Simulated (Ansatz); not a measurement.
fcc Sr, treated with BLYP (plane waves, PAW; Ansatz, a quantum-chemistry and plane-wave program).

Numerical settings: plane-wave cutoff 520 eV, 16×16×16 k mesh, Fermi–Dirac smearing 0.05 eV, scalar-relativistic PAW data made under PBE.

Results at a series of volumes:

```json
[
 {"V (Å³/atom)": "52.770", "E − E_lowest (meV/atom)": "7.34"},
 {"V (Å³/atom)": "53.892", "E − E_lowest (meV/atom)": "3.15"},
 {"V (Å³/atom)": "55.015", "E − E_lowest (meV/atom)": "0.76"},
 {"V (Å³/atom)": "56.138", "E − E_lowest (meV/atom)": "0.00"},
 {"V (Å³/atom)": "57.261", "E − E_lowest (meV/atom)": "0.71"},
 {"V (Å³/atom)": "58.384", "E − E_lowest (meV/atom)": "2.76"},
 {"V (Å³/atom)": "59.506", "E − E_lowest (meV/atom)": "6.03"}
]
```

### Question
Estimate the bulk modulus and its pressure derivative from these points.

### Answer
V0 = 56.139 Å³/atom, B0 = 10.5 GPa, B′ = 3.9 (fit to the energies at full precision).

Measured, for comparison: bulk modulus 12.5 GPa (corrected for temperature and zero-point phonon effects, our sources range from 12.0 to 12.5; as tabulated in Levämäki et al. (2014), arXiv:1402.3671); equilibrium volume per atom 55.22 Å³/atom (low-temperature or extrapolated to 0 K; zero-point anharmonic expansion removed; as tabulated in Csonka et al. (2009), arXiv:0903.4037). Computed (rounded) less measured: bulk modulus -16 % (-12 % to -16 % over the range), equilibrium volume per atom +1.7 %.
